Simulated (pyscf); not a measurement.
Thermochemistry of product channels of HO–SiH₃ + NH₃ on the singlet surface, in kJ/mol, from ωB97M-D3(BJ)/def2-TZVP energies (ideal gas, 1 atm, RRHO with modes under 100 cm⁻¹ raised to 100, one conformer, R ln 2 for chiral ones without a mode under 150 cm⁻¹). Optimised with ωB97X-D3(BJ)/def2-SVP in PySCF.

```
products             ΔE  ΔH(298 K)  ΔG(600 K)  ΔG(900 K)
----------------  -----  ---------  ---------  ---------
H₂N–SiH₂–OH + H₂  -48.7      -61.5      -49.1      -46.9
H₂O + H₂N–SiH₃    +43.8      +41.8      +39.5      +37.4
```

These are energies of the channels, which say nothing of barriers.
